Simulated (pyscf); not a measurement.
Optimised with ωB97X-D3(BJ)/def2-SVP in PySCF.

Task: For the elementary gas-phase step `[OH][PH][OH]` + `[SiH4]` → `[OH][P]([OH])[SiH3]` + `[H][H]` (singlet surface; H–P, H–Si broken, P–Si, H–H formed), what barrier and reaction energy does ωB97M-D3(BJ)/def2-TZVP give, measured from the separated reactants?

Result: ΔE‡ = 47.7 kcal/mol, ΔE = +6.8 kcal/mol. Zero-point energy shifts the barrier by -1.2 kcal/mol. It is a four-centre exchange, with an imaginary mode of 1253i cm⁻¹. The same reactants have a lower exit, to HO–SiH₃ + HO–PH₂ (barrier +33.3 kcal/mol at ωB97M-D3(BJ)/def2-TZVP, against +47.7 kcal/mol here). HO–P(OH)–SiH₃ lies 40.9 kcal/mol over its isomer HO–SiH₂–O–PH₂ (electronic energy, ωB97M-D3(BJ)/def2-TZVP). One saddle was located; it need not be the lowest between these sides.
